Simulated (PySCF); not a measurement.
Geometry:
```tsv
atom	x (Å)	y (Å)	z (Å)
B1	-1.355	0.222	-0.125
C2	0.053	-0.482	0.350
C3	1.291	0.106	-0.319
H4	-2.339	-0.296	0.455
H5	-1.336	1.451	0.141
H6	-1.508	0.092	-1.366
H7	0.176	-0.398	1.451
H8	0.029	-1.573	0.148
H9	1.223	0.009	-1.418
H10	2.252	-0.357	-0.008
H11	1.368	1.189	-0.113
```

Total charge -1.

Geometry: PBE0-D3(BJ)/def2-SVP; GIAO shifts from PySCF 2.14.0 with density-fitted response routines, gas phase, non-relativistic, averaged over equivalent atoms.

At PBE0/pcSseg-1 (91 basis functions, 3.5 s wall time on 1 thread of an Arm Neoverse V2, shared host):
```csv
atoms,δ (ppm)
B1,-32.9
C3,23.3
C2,18.0
H9/H10/H11,0.78
H4/H5/H6,0.76
H7/H8,0.15
```

Scale: ¹¹B (σ = 100.73 ppm) vs BF3·OEt2; TMS for ¹³C (σ = 184.41 ppm) and ¹H (σ = 31.27 ppm) (reference shieldings calculated alike).

Task: Predict the values at PBE0/pcSseg-2 on the same geometry.

Result: 
```json
{"atoms": "B1", "δ at PBE0/pcSseg-2": "-32.6", "change": "+0.3"}
{"atoms": "C3", "δ at PBE0/pcSseg-2": "23.5", "change": "+0.2"}
{"atoms": "C2", "δ at PBE0/pcSseg-2": "19.3", "change": "+1.3"}
{"atoms": "H9/H10/H11", "δ at PBE0/pcSseg-2": "0.85", "change": "+0.07"}
{"atoms": "H4/H5/H6", "δ at PBE0/pcSseg-2": "0.81", "change": "+0.05"}
{"atoms": "H7/H8", "δ at PBE0/pcSseg-2": "0.20", "change": "+0.05"}
```

δ = σ(ref) − σ, references computed at the same level: BF3·OEt2 for ¹¹B (σref 99.07); ¹³C (σref 184.13), ¹H (σref 31.25) vs TMS.

The largest change is at C2 (sp3 CH2 bonded to B). Cost: 220 basis functions, 10 s wall time on 1 thread of an Arm Neoverse V2, shared host.

A carbon bonded to boron is broadened by the quadrupolar boron nucleus and is often missing from a measured spectrum.
